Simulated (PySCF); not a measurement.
# Mg₂H₄: from structure and modes to constants

Computed with PBE0/[Mg def2-TZVP, H def2-TZVP], no relativity, density fitting, PySCF.

The singlet minimum has D2h symmetry. Masses (u): Mg 23.98504, H 1.00782.

```xyz
6
charge 0 multiplicity 1, angstrom
Mg    1.3907    0.0000    0.0000
Mg   -1.3907    0.0000    0.0000
H     0.0000   -1.2652    0.0000
H     3.0905    0.0000    0.0000
H    -3.0905    0.0000    0.0000
H     0.0000    1.2652    0.0000
```

Harmonic wavenumbers (cm⁻¹): 222.1 (b3u, ×1), 295.6 (b3g, ×1), 301.3 (b2g, ×1), 329.1 (ag, ×1), 362.1 (b2u, ×1), 664.1 (b3u, ×1), 1090.9 (b2u, ×1), 1117.3 (b3g, ×1), 1249.7 (b1u, ×1), 1304.7 (ag, ×1), 1626.6 (b1u, ×1), 1635.2 (ag, ×1).

Task: What is the harmonic zero-point energy?

Result: Half the sum of all 12 wavenumbers, 10199/2 = 5099 cm⁻¹, which is 61.0 kJ/mol (1 cm⁻¹ = 0.0119627 kJ/mol).

Task: Give the standard entropy (298.15 K, 1 bar) by its translational, rotational, vibrational and spin parts, and Cp.

Result: Sackur–Tetrode with M = 52.00 u gives 158.1; rotation with symmetry number 4 gives 81.2; vibration 32.3; spin R ln 1 = 0.0. The total is 271.6 J/(mol K), and Cp = 4 R + 42.7 = 75.9 J/(mol K).

Other isomers or separated fragments may lie lower.
